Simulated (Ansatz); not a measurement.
Seven cases of bond dissociation energy of first-row species (electronic energies, kcal/mol); geometries: B3LYP-D3(BJ)/def2-TZVP. The cases were drawn at random from those of this class that have a high level and all functionals, leaving out states under which another spin lies or may lie. Left out are anions, K, Ca, elements past Kr, ionisation of Li, Na and Mg, pi-pi* triplets of linear molecules and other triplets made from a closed-shell parent. Runs that doubt their state, and full CI more than 15 mEh from coupled cluster, are set aside; a case stays where another high level and all functionals remain. AFQMC serves as high level only in triple zeta or larger, with a steady walk, a bar under 0.8 kcal/mol and agreement with other high levels or trials where they ran; where none ran, an unstable determinant or (outside 3d species) a high T1 diagnostic also bars it, so strongly correlated cases are thinned. No case was kept or dropped by the size of a functional's miss. High levels with a bar over 0.5 kcal/mol are left out too, and the seventh case lies inside the range of the six. Affinities count positive where energy is released, gaps as the second state minus the first. B3LYP is by Ansatz (an electronic-structure program) in def2-TZVPD. High levels (Ansatz): P = CCSD(T)/CBS(cc-pVQZ,cc-pV5Z) + [CCSDT(Q) - CCSD(T)]/cc-pVDZ + core + X2C; Q = CCSD(T)/CBS(cc-pVQZ,cc-pV5Z) + [CCSDT(Q) - CCSD(T)]/cc-pVQZ + [CCSDTQ - CCSDT(Q)]/cc-pVDZ + core + X2C; R = CCSD(T)/CBS(cc-pVTZ,cc-pVQZ) + [CCSDT(Q) - CCSD(T)]/cc-pVDZ + core + X2C. UHF or UKS for unpaired electrons; spin-orbit terms are left out. CBS(X,Y): correlation extrapolated as X^-3, Hartree-Fock from the larger set (Q,5: extrapolated as (X+1)exp(-9√X)). A bracket is a step between two methods taken in the basis named. Functionals run without relativity, which enters their misses. 'core' is core correlation in cc-pwCVTZ, 'X2C' scalar relativity in cc-pVTZ-DK, both at CCSD(T). The restricted determinant of C3H3F (C=C=CF, singlet) is unstable towards broken spin symmetry in at least one set run. The restricted determinant of F2 (FF, singlet) is unstable towards broken spin symmetry in at least one set run. The UHF reference of C3H5 ([CH2]C=C, doublet) is spin-contaminated (<S^2> up to 0.20 over the pure value in the sets run). The UHF reference of C3H3 ([CH]=C=C, doublet) is spin-contaminated (<S^2> up to 0.21 over the pure value in the sets run). The UHF reference of CN ([C]#N, doublet) is spin-contaminated (<S^2> up to 0.37 over the pure value in the sets run). The UHF reference of C2H ([C]#C, doublet) is spin-contaminated (<S^2> up to 0.36 over the pure value in the sets run). The UHF reference of C3H3 (C#C[CH2], doublet) is spin-contaminated (<S^2> up to 0.21 over the pure value in the sets run).

```tsv
case	B3LYP	level	high level
C3H8O (SMILES C(C)CO) → CH3 (SMILES [CH3], doublet) + C2H5O (SMILES [CH2]CO, doublet)	89.5	R	97.5
C3H6O (SMILES C=CCO) → C3H5 (SMILES C=C[CH2], doublet) + HO (SMILES [OH], doublet)	77.1	R	85.2
C3H3F (SMILES C=C=CF) → C3H3 (SMILES [CH]=C=C, doublet) + F (doublet)	98.6	P	101.2
C2H3N (acetonitrile, SMILES CC#N) → CH3 (SMILES [CH3], doublet) + CN (SMILES [C]#N, doublet)	127.0	P	127.3
C3H4 (SMILES C#CC) → C2H (SMILES [C]#C, doublet) + CH3 (SMILES [CH3], doublet)	130.0	P	131.6
F2 (molecular fluorine, SMILES FF) → 2 F (doublet)	36.7	Q	38.9
C4H6 (SMILES C#CCC) → C3H3 (SMILES C#C[CH2], doublet) + CH3 (SMILES [CH3], doublet)	76.4	R	withheld
```

**Question.** Fit a straight line from B3LYP to the high level over the first six rows by least squares, predict the seventh, and compare with the calculation.

**Answer.** Means: B3LYP 93.15, high level 96.95. Sxx = 5990.97, Sxy = 5790.86, slope 0.9666, intercept +6.91 kcal/mol; residual standard deviation 3.6 kcal/mol. Seventh row: 0.9666·(76.4) +6.91 = 80.8 kcal/mol. The calculation gave 85.9 kcal/mol: the line differs from it by -5.1, B3LYP itself by -9.5.
